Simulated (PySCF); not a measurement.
C3H10P2.
Geometry (GFN2-xTB, Å), atoms numbered from 1 in this order:
```
atom  x, y, z in Å
C1    -2.0769   -0.4013   -0.4105
C2    -0.9306    0.5963   -0.3225
P3     0.6722   -0.1213   -0.9585
C4     1.1231   -1.1778    0.4982
P5     1.9219    1.5917   -0.4634
H6    -1.8981   -1.2571    0.2369
H7    -2.1878   -0.7630   -1.4307
H8    -3.0107    0.0679   -0.1058
H9    -0.7958    0.9400    0.7073
H10   -1.1544    1.4688   -0.9441
H11    2.1620   -1.4889    0.3967
H12    0.4981   -2.0686    0.5008
H13    0.9959   -0.6376    1.4354
H14    1.6177    2.2499   -1.6518
H15    3.0590    1.0091   -1.0156
```

The calculation used PySCF, delta-SCF UKS SCAN, pcX-2 on the ionised atom, pcseg-1 elsewhere, spin-free X2C. Every row has its own mixed basis.

```json
{"ionised atom": "C1", "basis functions": "159", "E(ionised) (Eh)": "-793.85998", "binding energy (eV)": "290.577"}
{"ionised atom": "C2", "basis functions": "159", "E(ionised) (Eh)": "-793.86923", "binding energy (eV)": "290.345"}
{"ionised atom": "C4", "basis functions": "159", "E(ionised) (Eh)": "-793.86693", "binding energy (eV)": "290.385"}
{"ionised atom": "P3", "basis functions": "170", "E(ionised) (Eh)": "-725.63749", "binding energy (eV)": "2149.402"}
{"ionised atom": "P5", "basis functions": "170", "E(ionised) (Eh)": "-725.62669", "binding energy (eV)": "2149.596"}
```

Q: Fill in the total energy of each ground state.

A: With binding energy = E(ionised) − E(ground) and 27.2114 eV a hartree:

```tsv
atom	binding energy (Eh)	E(ground) (Eh)
C1	10.6785	-804.5385
C2	10.6700	-804.5392
C4	10.6715	-804.5384
P3	78.9891	-804.6266
P5	78.9962	-804.6229
```

Q: How much do the ground-state energies differ, and what would follow from using one of them for all holes?

A: They run from -804.6266 Eh (core basis on P3) to -804.5384 Eh (on C4), 0.0882 Eh or 2.40 eV apart, though the state is the same; only basis and grid differ. Pairing the ion of C4 with the ground state of P3 would put its binding energy 2.40 eV too high.

The 3 C 1s values lie within 0.24 eV of each other; Gaussian lines of 0.5 eV full width would blend them into one maximum.

Only 1s holes are shown. Geometry: GFN2-xTB, one conformer, isolated molecule.
